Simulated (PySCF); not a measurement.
## Removing an electron from `NC1C=C1`

Species: C₃H₅N.
Geometry (PBE0-D3(BJ)/def2-SVP, Å), atoms numbered from 1 in this order:
```xyz
9
C3H5N angstrom
N      1.3374    0.1228   -0.2322
C      0.1228    0.0183    0.5274
C     -1.1599   -0.5451   -0.0149
C     -1.0967    0.7533    0.1096
H      1.9328   -0.6883   -0.0739
H      1.1328    0.1553   -1.2293
H      0.3483   -0.0844    1.6017
H     -1.7229   -1.4187   -0.3406
H     -1.5574    1.7283   -0.0442
```

Level: B3LYP/def2-SVPD (PySCF). Frontier orbitals with their largest atomic shares (Löwdin; up to four atoms above 4 %):

| orbital | ε (eV) | main atoms |
| --- | --- | --- |
| HOMO−3 | -10.04 | C3 30 %, C4 21 %, C2 20 %, N1 16 % |
| HOMO−2 | -9.12 | C4 28 %, C2 27 %, N1 18 %, C3 12 % |
| HOMO−1 | -7.43 | C3 32 %, C4 31 %, C2 16 %, H7 8 % |
| HOMO | -6.28 | ? |
| LUMO | -0.30 | C3 38 %, C4 37 %, H8 8 %, H9 7 % |
| LUMO+1 | 0.78 | C3 21 %, H5 16 %, C2 14 %, N1 13 % |
| LUMO+2 | 1.23 | H9 24 %, C4 21 %, H8 16 %, C3 11 % |

Question: What vertical ionisation energy does ΔSCF give, and how far is −ε(HOMO) from it?

Answer: ΔSCF: 8.85 eV (854 kJ/mol; threshold wavelength 140 nm); ⟨S²⟩ of the doublet left behind is 0.755, against 0.75 for a pure doublet. −ε(HOMO) is 6.28 eV, 2.57 eV below it. For the exact functional −ε(HOMO) would equal the first vertical ionisation energy; B3LYP (global hybrid, 20 % exact exchange) falls short of its own ΔSCF value by 29 %.

Question: On which atoms does the HOMO lie?

Answer: N1 (primary amine nitrogen) 51 %, C2 (sp3 carbon bound to nitrogen) 15 %, C3 (alkene CH carbon) 13 %, C4 (alkene CH carbon) 7 %. The HOMO−1 lies 1.15 eV lower.

Question: What kinetic energy would electrons from this vertical process carry with 118.2 nm light (10.49 eV)?

Answer: 10.49 − 8.85 = 1.64 eV.

Question: With α = 43.7 au, estimate the like-pair dispersion coefficient by London's formula C6 = (3/4)α²I.

Answer: I = 0.3254 Eh, so C6 ≈ 466 au, a rough estimate.

Question: What total energies stand behind the ΔSCF value?

Answer: E(N) = -171.86407 Eh and E(N − 1) = -171.53868 Eh at the same geometry, 0.32539 Eh apart.

Geometry: PBE0-D3(BJ)/def2-SVP, one conformer, isolated molecule.
